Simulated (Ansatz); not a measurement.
# NH2− (SMILES [NH2-]): functionals against CCSD(T) at one geometry

How do the functionals fare away from a minimum? The structure is a structure displaced at random from a GFN2-xTB minimum.

Method: single points in def2-TZVPPD; program: Ansatz 0.2.0, Gaussian basis.

Correlated methods freeze the cores.

## 1. The starting structure

SMILES `[NH2-]`, 3 atoms, charge -1, spin multiplicity 1.

Atoms are counted from 1 here; the program's logs count them from 0.

Bond lengths: N1–H2 1.104 Å, N1–H3 0.938 Å. Angles: H2–N1–H3 94.9°.

Geometry (Å):

```xyz
3
H2N
N     0.3473   -0.1399    0.2251
H    -0.0061    0.9047    0.1831
H    -0.4443   -0.5054   -0.1197
```

## 2. CCSD(T)/def2-TZVPPD

File run/in.yaml:

```yaml
crystal:
  periodic: [false, false, false]
  atoms:
    - {symbol: N, position_ang: [0.347300, -0.139900, 0.225100]}
    - {symbol: H, position_ang: [-0.006100, 0.904700, 0.183100]}
    - {symbol: H, position_ang: [-0.444300, -0.505400, -0.119700]}
basis:
  gaussian: {orbitals: "def2-TZVPPD.json"}
total_charge: -1
correlation: {method: ccsd_t}
output: {forces: true}
```

The basis file named in the input lies beside it (Basis Set Exchange, JSON).

No record of the launch command was kept for these runs.

## 3. PBE0-D4/def2-TZVPPD

run/in.yaml, as its differences from that of step 2:

```diff
@@ -9,3 +9,3 @@
 total_charge: -1
-correlation: {method: ccsd_t}
-output: {forces: true}
+hamiltonian: {xc: pbe0, dispersion: d4}
+output: {forces: true, orbitals: {seedname: orbitals}}
```

## 4. wB97M-V/def2-TZVPPD

run/in.yaml, as its differences from that of step 3:

```diff
@@ -9,3 +9,3 @@
 total_charge: -1
-hamiltonian: {xc: pbe0, dispersion: d4}
-output: {forces: true, orbitals: {seedname: orbitals}}
+hamiltonian: {xc: {name: wB97M-V}}
+output: {forces: true}
```

## 5. r2SCAN-D4/def2-TZVPPD

run/in.yaml, as its differences from that of step 4:

```diff
@@ -9,3 +9,3 @@
 total_charge: -1
-hamiltonian: {xc: {name: wB97M-V}}
+hamiltonian: {xc: r2scan, dispersion: d4}
 output: {forces: true}
```

## 6. PBE-D4/def2-TZVPPD

run/in.yaml, as its differences from that of step 5:

```diff
@@ -9,3 +9,3 @@
 total_charge: -1
-hamiltonian: {xc: r2scan, dispersion: d4}
+hamiltonian: {xc: pbe, dispersion: d4}
 output: {forces: true}
```

## 7. BHLYP-D4/def2-TZVPPD

run/in.yaml, as its differences from that of step 6:

```diff
@@ -9,3 +9,3 @@
 total_charge: -1
-hamiltonian: {xc: pbe, dispersion: d4}
+hamiltonian: {xc: {name: BHLYP}, dispersion: d4}
 output: {forces: true}
```

## 8. r2SCANh-D4/def2-TZVPPD

run/in.yaml, as its differences from that of step 7:

```diff
@@ -9,3 +9,3 @@
 total_charge: -1
-hamiltonian: {xc: {name: BHLYP}, dispersion: d4}
+hamiltonian: {xc: {name: r2SCANh}, dispersion: d4}
 output: {forces: true}
```

(Steps that only read results are left out.)

**Question.** What will these runs give? Wanted: RMS force component; RMS force error; HOMO and LUMO, PBE0-D4; T1 diagnostic.

As calculated:

| quantity | value |
| --- | --- |
| RMS force component | 2.449 to 2.628 eV/Å over the methods |
| RMS force error | PBE0-D4 0.090, wB97M-V 0.128, r2SCAN-D4 0.033, PBE-D4 0.161, BHLYP-D4 0.347, r2SCANh-D4 0.103 eV/Å |
| HOMO and LUMO, PBE0-D4 | 1.93 and 5.89 eV |
| T1 diagnostic | 0.016 |

For forces r2SCAN-D4 does best and BHLYP-D4 worst. Frozen-core CCSD(T) forces in triple zeta carry basis errors of their own, and this is one geometry, so small gaps rank nothing.
